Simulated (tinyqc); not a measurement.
RHF in the sto-3g basis, for H2F+, spin multiplicity 1, step by step (part 1 of 2). Computed by tinyqc, a small Python program that keeps every step (integrals from PySCF). Settings: charge = 1, multiplicity = 1, basis = sto-3g, energy threshold = 1e-10, iteration cap = 60, orthogonalisation = symmetric, start = highest core orbitals, DIIS depth = 3, method = RHF. Command: `OMP_NUM_THREADS=1 python tinyqc.py 22008 22009 out.jsonl` (the two numbers bound the seeds that draw the settings). One thread of a shared host (Intel(R) Xeon(R) Processor @ 2.60GHz), about 0.06 s of CPU time with the checks. Later iterations appear only in the table of the cycle.

## One-electron integrals

Geometry (angstrom):
```
atom         x          y         z
F     0.000000   0.000000  0.000000
H     0.000000   1.174000  0.658000
H     0.000000  -1.169000  0.655000
```

Basis sto-3g: exponents (1/bohr^2) and contraction coefficients of normalised primitives:
```
element  l (shell)    exponent  coefficient
F            s (1)  166.679130     0.154329
F            s (1)   30.360812     0.535328
F            s (1)    8.216821     0.444635
F            s (2)    6.464803    -0.099967
F            s (2)    1.502281     0.399513
F            s (2)    0.488588     0.700115
F            p (3)    6.464803     0.155916
F            p (3)    1.502281     0.607684
F            p (3)    0.488588     0.391957
H            s (1)    3.425251     0.154329
H            s (1)    0.623914     0.535328
H            s (1)    0.168855     0.444635
```

Overlap, kinetic and nuclear-attraction integrals over the contracted functions; the nuclear repulsion is the sum of Za Zb / Rab.

nuclear repulsion = 7.31884045 hartree

overlap S, lower triangle:
```
           1F 1s     1F 2s    1F 2px     1F 2py    1F 2pz     2H 1s     3H 1s
1F 1s   1.000000
1F 2s   0.237990  1.000000
1F 2px  0.000000  0.000000  1.000000
1F 2py  0.000000  0.000000  0.000000   1.000000
1F 2pz  0.000000  0.000000  0.000000   0.000000  1.000000
2H 1s   0.017987  0.218217  0.000000   0.171809  0.096295  1.000000
3H 1s   0.018225  0.220566  0.000000  -0.173436  0.097178  0.066086  1.000000
```

kinetic energy T (hartree), lower triangle:
```
            1F 1s      1F 2s    1F 2px     1F 2py    1F 2pz      2H 1s     3H 1s
1F 1s   36.984577
1F 2s   -0.212858   1.037995
1F 2px   0.000000   0.000000  3.248015
1F 2py   0.000000   0.000000  0.000000   3.248015
1F 2pz   0.000000   0.000000  0.000000   0.000000  3.248015
2H 1s   -0.005881  -0.001397  0.000000   0.044589  0.024991   0.760032
3H 1s   -0.005966  -0.000665  0.000000  -0.046022  0.025787  -0.011356  0.760032
```

nuclear attraction V (hartree), lower triangle:
```
             1F 1s       1F 2s      1F 2px      1F 2py      1F 2pz      2H 1s      3H 1s
1F 1s   -77.797689
1F 2s    -9.364371  -12.329155
1F 2px    0.000000    0.000000  -12.208615
1F 2py    0.000054    0.000662    0.000000  -12.272631
1F 2pz   -0.006864   -0.085724    0.000000    0.000223  -12.228719
2H 1s    -0.724244   -1.878502    0.000000   -1.245400   -0.711529  -4.963882
3H 1s    -0.733855   -1.900977    0.000000    1.259594   -0.719333  -0.393554  -4.978490
```

core Hamiltonian H = T + V (hartree), lower triangle:
```
             1F 1s       1F 2s     1F 2px     1F 2py     1F 2pz      2H 1s      3H 1s
1F 1s   -40.813112
1F 2s    -9.577228  -11.291160
1F 2px    0.000000    0.000000  -8.960601
1F 2py    0.000054    0.000662   0.000000  -9.024616
1F 2pz   -0.006864   -0.085724   0.000000   0.000223  -8.980704
2H 1s    -0.730125   -1.879900   0.000000  -1.200811  -0.686538  -4.203850
3H 1s    -0.739821   -1.901642   0.000000   1.213572  -0.693546  -0.404910  -4.218458
```

## Two-electron integrals

Functions are numbered as in S; the eight-fold symmetry (ij|kl) = (ji|kl) = (kl|ij) leaves the list below.

Two-electron integrals (ij|kl) in chemists' order, unique and non-zero (hartree):
```
(11|11) 5.403501    (21|11) 0.841920    (21|21) 0.156299    (22|11) 1.268028
(22|21) 0.292344    (22|22) 0.926167    (31|31) 0.027998    (32|31) 0.043169
(32|32) 0.204588    (33|11) 1.264502    (33|21) 0.292403    (33|22) 0.925959
(33|33) 0.997514    (41|41) 0.027998    (42|41) 0.043169    (42|42) 0.204588
(43|43) 0.053770    (44|11) 1.264502    (44|21) 0.292403    (44|22) 0.925959
(44|33) 0.889973    (44|44) 0.997514    (51|51) 0.027998    (52|51) 0.043169
(52|52) 0.204588    (53|53) 0.053770    (54|54) 0.053770    (55|11) 1.264502
(55|21) 0.292403    (55|22) 0.925959    (55|33) 0.889973    (55|44) 0.889973
(55|55) 0.997514    (61|11) 0.064365    (61|21) 0.011858    (61|22) 0.022076
(61|33) 0.022045    (61|41) 0.000397    (61|42) 0.000753    (61|44) 0.022118
(61|51) 0.000222    (61|52) 0.000422    (61|54) 0.000041    (61|55) 0.022068
(61|61) 0.000908    (62|11) 0.184708    (62|21) 0.043250    (62|22) 0.155659
(62|33) 0.153329    (62|41) 0.002522    (62|42) 0.020897    (62|44) 0.158528
(62|51) 0.001414    (62|52) 0.011712    (62|54) 0.002914    (62|55) 0.154962
(62|61) 0.003331    (62|62) 0.033978    (63|31) 0.004259    (63|32) 0.026282
(63|43) 0.004244    (63|53) 0.002379    (63|63) 0.004765    (64|11) 0.117693
(64|21) 0.027888    (64|22) 0.107607    (64|33) 0.103249    (64|41) 0.005653
(64|42) 0.039661    (64|44) 0.115133    (64|51) 0.000781    (64|52) 0.007498
(64|54) 0.004282    (64|55) 0.104316    (64|61) 0.002222    (64|62) 0.028966
(64|64) 0.029341    (65|11) 0.065964    (65|21) 0.015631    (65|22) 0.060311
(65|33) 0.057869    (65|41) 0.000781    (65|42) 0.007498    (65|44) 0.059772
(65|51) 0.004697    (65|52) 0.030485    (65|54) 0.005311    (65|55) 0.063224
(65|61) 0.001245    (65|62) 0.016235    (65|64) 0.013775    (65|65) 0.012485
(66|11) 0.390067    (66|21) 0.092776    (66|22) 0.386112    (66|33) 0.375288
(66|41) 0.005763    (66|42) 0.068641    (66|44) 0.399797    (66|51) 0.003230
(66|52) 0.038472    (66|54) 0.013737    (66|55) 0.382987    (66|61) 0.007162
(66|62) 0.115605    (66|64) 0.115677    (66|65) 0.064834    (66|66) 0.774606
(71|11) 0.065219    (71|21) 0.012016    (71|22) 0.022369    (71|33) 0.022338
(71|41) -0.000403   (71|42) -0.000764   (71|44) 0.022412    (71|51) 0.000226
(71|52) 0.000428    (71|54) -0.000042   (71|55) 0.022361    (71|61) 0.000908
(71|62) 0.003278    (71|64) 0.002040    (71|65) 0.001228    (71|66) 0.007028
(71|71) 0.000932    (72|11) 0.186900    (72|21) 0.043762    (72|22) 0.157468
(72|33) 0.155109    (72|41) -0.002554   (72|42) -0.021142   (72|44) 0.160373
(72|51) 0.001431    (72|52) 0.011846    (72|54) -0.002949   (72|55) 0.156762
(72|61) 0.003273    (72|62) 0.026576    (72|64) 0.015932    (72|65) 0.012255
(72|66) 0.071181    (72|71) 0.003415    (72|72) 0.034747    (73|31) 0.004313
(73|32) 0.026598    (73|43) -0.004296   (73|53) 0.002407    (73|63) 0.003554
(73|73) 0.004875    (74|11) -0.119001   (74|21) -0.028198   (74|22) -0.108771
(74|33) -0.104361   (74|41) 0.005724    (74|42) 0.040132    (74|44) -0.116389
(74|51) -0.000791   (74|52) -0.007583   (74|54) 0.004332    (74|55) -0.105440
(74|61) -0.002036   (74|62) -0.015914   (74|64) -0.006305   (74|65) -0.007244
(74|66) -0.041572   (74|71) -0.002277   (74|72) -0.029595   (74|74) 0.029962
(75|11) 0.066677    (75|21) 0.015799    (75|22) 0.060945    (75|33) 0.058475
(75|41) -0.000791   (75|42) -0.007583   (75|44) 0.060400    (75|51) 0.004756
(75|52) 0.030847    (75|54) -0.005374   (75|55) 0.063893    (75|61) 0.001225
(75|62) 0.012245    (75|64) 0.007244    (75|65) 0.009134    (75|66) 0.035781
(75|71) 0.001276    (75|72) 0.016582    (75|74) -0.014056   (75|75) 0.012751
(76|11) 0.036456    (76|21) 0.008623    (76|22) 0.034046    (76|33) 0.033473
(76|41) 5.35e-07    (76|42) 0.000008    (76|44) 0.034137    (76|51) 0.000453
(76|52) 0.004634    (76|54) 1.04e-06    (76|55) 0.034494    (76|61) 0.000657
(76|62) 0.007419    (76|64) 0.005641    (76|65) 0.004108    (76|66) 0.028312
(76|71) 0.000665    (76|72) 0.007495    (76|74) -0.005689   (76|75) 0.004146
(76|76) 0.002144    (77|11) 0.391687    (77|21) 0.093160    (77|22) 0.387630
(77|33) 0.376713    (77|41) -0.005807   (77|42) -0.069102   (77|44) 0.401434
(77|51) 0.003254    (77|52) 0.038719    (77|54) -0.013851   (77|55) 0.384474
(77|61) 0.006964    (77|62) 0.070623    (77|64) 0.041269    (77|65) 0.035545
(77|66) 0.225651    (77|71) 0.007288    (77|72) 0.117219    (77|74) -0.117157
(77|75) 0.065644    (77|76) 0.028312    (77|77) 0.774606
```

## Orthogonalisation

S = U s U^T; symmetric (Loewdin) form X = U s^(-1/2) U^T, so that X^T S X = 1.

eigenvalues of S: 0.625978  0.720622  0.918551  1.000000  1.078554  1.213301  1.442994

X, lower triangle:
```
            1F 1s      1F 2s    1F 2px     1F 2py     1F 2pz      2H 1s     3H 1s
1F 1s    1.022799
1F 2s   -0.128104   1.061396
1F 2px   0.000000   0.000000  1.000000
1F 2py   0.000037  -0.000337  0.000000   1.024815
1F 2pz  -0.002010   0.016852  0.000000  -0.000134   1.007239
2H 1s    0.011392  -0.114120  0.000000  -0.094183  -0.049277   1.035761
3H 1s    0.011518  -0.115578  0.000000   0.095128  -0.049823  -0.024911  1.036525
```

## Starting guess

The start is the highest orbitals of the core Hamiltonian (a deliberately bad start); D = 2 C_occ C_occ^T.

D at the start, lower triangle:
```
            1F 1s      1F 2s    1F 2px     1F 2py     1F 2pz      2H 1s     3H 1s
1F 1s    0.004777
1F 2s   -0.026511   0.163864
1F 2px   0.000000   0.000000  2.000000
1F 2py  -0.000856   0.003010  0.000000   2.136322
1F 2pz   0.073445  -0.288895  0.000000   0.000111   1.972415
2H 1s    0.039038  -0.325431  0.000000  -0.393134  -0.176050   2.185127
3H 1s    0.039369  -0.329458  0.000000   0.396616  -0.178046  -0.100406  2.189081
```

## Iteration 1: building the Fock matrix

J_ij = sum D_kl (ij|kl), K_ij = sum D_kl (ik|jl); F = H + J - 0.5 K; E = tr D H + tr D J / 2 - 0.25 tr D K + E_nn.

Coulomb J (hartree), lower triangle:
```
            1F 1s     1F 2s    1F 2px     1F 2py    1F 2pz     2H 1s     3H 1s
1F 1s    9.148815
1F 2s    2.124245  7.068771
1F 2px   0.000000  0.000000  7.028263
1F 2py   0.000235  0.000912  0.000000   7.123380
1F 2pz  -0.013157  0.007034  0.000000  -0.000134  7.051247
2H 1s    0.160303  1.289771  0.000000   0.948401  0.536607  4.299312
3H 1s    0.162423  1.304391  0.000000  -0.958100  0.542054  0.312475  4.307216
```

exchange K (hartree), lower triangle:
```
            1F 1s      1F 2s    1F 2px     1F 2py    1F 2pz     2H 1s     3H 1s
1F 1s    0.175389
1F 2s    0.261171   1.291965
1F 2px   0.000000   0.000000  2.225295
1F 2py   0.000150   0.004232  0.000000   2.269682
1F 2pz  -0.012296  -0.353046  0.000000   0.000471  2.181773
2H 1s    0.026424   0.265962  0.000000   0.322304  0.127200  1.594540
3H 1s    0.026728   0.268320  0.000000  -0.324415  0.128327  0.073346  1.594743
```

Fock matrix F (hartree), lower triangle:
```
             1F 1s      1F 2s     1F 2px     1F 2py     1F 2pz      2H 1s      3H 1s
1F 1s   -31.751992
1F 2s    -7.583569  -4.868371
1F 2px    0.000000   0.000000  -3.044985
1F 2py    0.000214  -0.000542   0.000000  -3.036077
1F 2pz   -0.013874   0.097833   0.000000  -0.000146  -3.020344
2H 1s    -0.583034  -0.723109   0.000000  -0.413562  -0.213531  -0.701808
3H 1s    -0.590762  -0.731412   0.000000   0.417679  -0.215656  -0.129109  -0.708613
```

total energy of this density = -37.93848523 hartree

## Iteration 1: diagonalisation and new density

Diagonalise F' = X^T F X, C = X C', fill 5 alpha and 5 beta electrons from the bottom; D = 2 C_occ C_occ^T. Each column has its largest component positive (the first on a tie).

F' = X^T F X (hartree), lower triangle:
```
            1          2          3          4          5          6          7
1  -31.332323
2   -3.432928  -3.640893
3    0.000000   0.000000  -3.044985
4    0.000370  -0.000668   0.000000  -3.037681
5   -0.031741   0.104539   0.000000  -0.000156  -3.020912
6   -0.060055  -0.196943   0.000000  -0.106552  -0.050260  -0.570369
7   -0.061313  -0.199117   0.000000   0.107480  -0.050769  -0.036451  -0.574578
```

orbital energies (hartree): MO1 -31.752027, MO2 -3.286663, MO3 -3.046805, MO4 -3.044985, MO5 -2.985761, MO6 -0.578671, MO7 -0.526830

coefficients C:
```
              MO1        MO2        MO3       MO4        MO5        MO6        MO7
1F 1s    0.999773  -0.231927   0.000056  0.000000  -0.089526   0.038000   0.001172
1F 2s    0.000930   0.976046  -0.000275  0.000000   0.378762  -0.271005  -0.008166
1F 2px   0.000000   0.000000   0.000000  1.000000   0.000000   0.000000   0.000000
1F 2py  -0.000007   0.001858   1.014890  0.000000  -0.004947   0.008152  -0.195115
1F 2pz   0.000450  -0.347268   0.005083  0.000000   0.942361  -0.105143  -0.003228
2H 1s    0.000148  -0.030027  -0.049256  0.000000  -0.038029   0.696069   0.780119
3H 1s    0.000148  -0.030193   0.049423  0.000000  -0.038875   0.751701  -0.728084
```

D after iteration 1, lower triangle:
```
            1F 1s      1F 2s    1F 2px     1F 2py     1F 2pz      2H 1s     3H 1s
1F 1s    2.122701
1F 2s   -0.518701   2.192254
1F 2px   0.000000   0.000000  2.000000
1F 2py   0.000123  -0.000679  0.000000   2.060060
1F 2pz  -0.006749   0.035961  0.000000  -0.000298   2.017329
2H 1s    0.021029  -0.087396  0.000000  -0.099713  -0.051320   0.009548
3H 1s    0.021268  -0.088415  0.000000   0.100589  -0.051796  -0.000099  0.009731
```

## Iteration 2: building the Fock matrix

As before.

Coulomb J (hartree), lower triangle:
```
            1F 1s      1F 2s    1F 2px     1F 2py    1F 2pz     2H 1s     3H 1s
1F 1s   20.947906
1F 2s    4.015965   9.944607
1F 2px   0.000000   0.000000  9.935859
1F 2py  -0.000017  -0.000019  0.000000   9.935775
1F 2pz   0.001019   0.001423  0.000000   0.000006  9.935755
2H 1s    0.304868   1.614611  0.000000   1.095910  0.614187  3.863221
3H 1s    0.308916   1.633448  0.000000  -1.107813  0.620672  0.345119  3.878399
```

exchange K (hartree), lower triangle:
```
            1F 1s      1F 2s    1F 2px     1F 2py    1F 2pz     2H 1s     3H 1s
1F 1s   11.110501
1F 2s    1.947611   3.240686
1F 2px   0.000000   0.000000  2.666378
1F 2py  -0.000007  -0.000079  0.000000   2.673868
1F 2pz   0.000401   0.005366  0.000000  -0.000019  2.668388
2H 1s    0.158014   0.480245  0.000000   0.254584  0.142710  0.126431
3H 1s    0.160089   0.485903  0.000000  -0.257401  0.144260  0.060329  0.129219
```

Fock matrix F (hartree), lower triangle:
```
             1F 1s      1F 2s     1F 2px     1F 2py     1F 2pz      2H 1s      3H 1s
1F 1s   -25.420457
1F 2s    -6.535068  -2.966896
1F 2px    0.000000   0.000000  -0.357930
1F 2py    0.000040   0.000682   0.000000  -0.425775
1F 2pz   -0.006047  -0.086984   0.000000   0.000238  -0.379143
2H 1s    -0.504264  -0.505411   0.000000  -0.232192  -0.143706  -0.403844
3H 1s    -0.510950  -0.511146   0.000000   0.234460  -0.145004  -0.089956  -0.404668
```

total energy of this density = -98.04976980 hartree

## Iteration 2: DIIS over 2 matrices

error matrix X^T (FDS - SDF) X:
```
           1          2         3          4          5          6          7
1   0.000000   0.015736  0.000000  -0.000078   0.003794  -0.128390  -0.129719
2  -0.015736   0.000000  0.000000  -0.000327   0.016481   0.238527   0.241111
3   0.000000   0.000000  0.000000   0.000000   0.000000   0.000000   0.000000
4   0.000078   0.000327  0.000000   0.000000   0.000005   0.357699  -0.360997
5  -0.003794  -0.016481  0.000000  -0.000005   0.000000   0.192026   0.193929
6   0.128390  -0.238527  0.000000  -0.357699  -0.192026   0.000000   0.000000
7   0.129719  -0.241111  0.000000   0.360997  -0.193929   0.000000   0.000000
```

B (overlaps of the stored error matrices):
```
                1               2
1   2.2485629e-01  -1.6487579e-01
2  -1.6487579e-01   9.6324853e-01
```

Minimise |sum c_i e_i|^2 with sum c_i = 1: solve [B -1; -1 0][c; lambda] = [0; -1] with B_ij = tr e_i^T e_j, and take F = sum c_i F_i.

DIIS coefficients: 0.743235  0.256765

extrapolated F (hartree), lower triangle:
```
             1F 1s      1F 2s     1F 2px     1F 2py     1F 2pz      2H 1s      3H 1s
1F 1s   -30.126277
1F 2s    -7.314351  -4.380139
1F 2px    0.000000   0.000000  -2.355044
1F 2py    0.000169  -0.000227   0.000000  -2.365843
1F 2pz   -0.011864   0.050379   0.000000  -0.000047  -2.342176
2H 1s    -0.562809  -0.667212   0.000000  -0.366993  -0.195602  -0.625301
3H 1s    -0.570269  -0.674855   0.000000   0.370635  -0.197515  -0.119056  -0.630571
```

## Iteration 2: diagonalisation and new density

As before.

F' = X^T F X (hartree), lower triangle:
```
            1          2          3          4          5          6          7
1  -29.693552
2   -3.417461  -3.162970
3    0.000000   0.000000  -2.355044
4    0.000317  -0.000489   0.000000  -2.350729
5   -0.025613   0.063968   0.000000  -0.000140  -2.337734
6   -0.051661  -0.200004   0.000000  -0.126467  -0.063732  -0.499349
7   -0.052808  -0.202297   0.000000   0.127627  -0.064391  -0.033572  -0.502068
```

orbital energies (hartree): MO1 -30.127104, MO2 -2.770353, MO3 -2.367714, MO4 -2.355044, MO5 -2.335826, MO6 -0.495279, MO7 -0.450126

coefficients C:
```
              MO1        MO2        MO3       MO4        MO5        MO6        MO7
1F 1s    0.998617  -0.250140   0.000097  0.000000  -0.032585   0.043899   0.000772
1F 2s    0.005819   1.032319  -0.000411  0.000000   0.134466  -0.292942  -0.004963
1F 2px   0.000000   0.000000   0.000000  1.000000   0.000000   0.000000   0.000000
1F 2py  -0.000008   0.000556   1.007664  0.000000  -0.002466   0.006565  -0.229630
1F 2pz   0.000509  -0.120029   0.002443  0.000000   0.994827  -0.125028  -0.002191
2H 1s   -0.000472  -0.024952  -0.023577  0.000000  -0.014248   0.707333   0.772121
3H 1s   -0.000479  -0.025180   0.023666  0.000000  -0.014445   0.743137  -0.739169
```

D after iteration 2, lower triangle:
```
            1F 1s      1F 2s    1F 2px     1F 2py     1F 2pz     2H 1s     3H 1s
1F 1s    2.121736
1F 2s   -0.513589   2.167596
1F 2px   0.000000   0.000000  2.000000
1F 2py   0.000063  -0.000344  0.000000   2.030787
1F 2pz  -0.003767   0.019728  0.000000  -0.000117   2.008186
2H 1s    0.012464  -0.055335  0.000000  -0.047474  -0.022474  0.002763
3H 1s    0.012586  -0.055898  0.000000   0.047737  -0.022580  0.000553  0.002806
```

## Iteration 11 (converged): orbitals

converged F (hartree), lower triangle:
```
             1F 1s      1F 2s     1F 2px     1F 2py     1F 2pz      2H 1s      3H 1s
1F 1s   -26.443219
1F 2s    -6.746249  -3.459738
1F 2px    0.000000   0.000000  -0.903607
1F 2py    0.000094   0.000330   0.000000  -0.740603
1F 2pz   -0.014750  -0.043209   0.000000   0.000016  -0.820753
2H 1s    -0.520350  -0.619418   0.000000  -0.370465  -0.243204  -0.529571
3H 1s    -0.527241  -0.626095   0.000000   0.373339  -0.244704  -0.092180  -0.531900
```

As before.

F' = X^T F X (hartree), lower triangle:
```
            1          2          3          4          5          6          7
1  -25.972675
2   -3.406766  -2.240418
3    0.000000   0.000000  -0.903607
4    0.000283  -0.000555   0.000000  -0.641368
5   -0.024153   0.012813   0.000000  -0.000455  -0.787203
6   -0.023589  -0.266518   0.000000  -0.294058  -0.183648  -0.374524
7   -0.024409  -0.269462   0.000000   0.296298  -0.184825  -0.016573  -0.373818
```

orbital energies (hartree): MO1 -26.452342, MO2 -1.857108, MO3 -0.940385, MO4 -0.903607, MO5 -0.894719, MO6 -0.186896, MO7 -0.058556

coefficients C:
```
              MO1        MO2        MO3       MO4        MO5        MO6        MO7
1F 1s    0.995006  -0.257257  -0.000689  0.000000   0.040198   0.070428   0.001326
1F 2s    0.020563   0.992783   0.003480  0.000000  -0.195826  -0.381026  -0.007459
1F 2px   0.000000   0.000000   0.000000  1.000000   0.000000   0.000000   0.000000
1F 2py  -0.000012  -0.000293   0.755152  0.000000   0.007053  -0.008794   0.705539
1F 2pz   0.001028   0.046020  -0.007388  0.000000   0.896345  -0.462675  -0.007334
2H 1s   -0.002317   0.066474   0.357415  0.000000   0.238768   0.692928  -0.654633
3H 1s   -0.002346   0.067106  -0.362454  0.000000   0.232447   0.673793   0.675364
```

D after iteration 11, lower triangle:
```
            1F 1s      1F 2s    1F 2px     1F 2py    1F 2pz      2H 1s     3H 1s
1F 1s    2.115668
1F 2s   -0.485627   2.048803
1F 2px   0.000000   0.000000  2.000000
1F 2py  -0.000347   0.001912  0.000000   1.140608
1F 2pz   0.050442  -0.259690  0.000000   0.001459  1.611216
2H 1s   -0.020109   0.040868  0.000000   0.543135  0.428869   0.378360
3H 1s   -0.020007   0.039585  0.000000  -0.544176  0.428233  -0.139159  0.379827
```
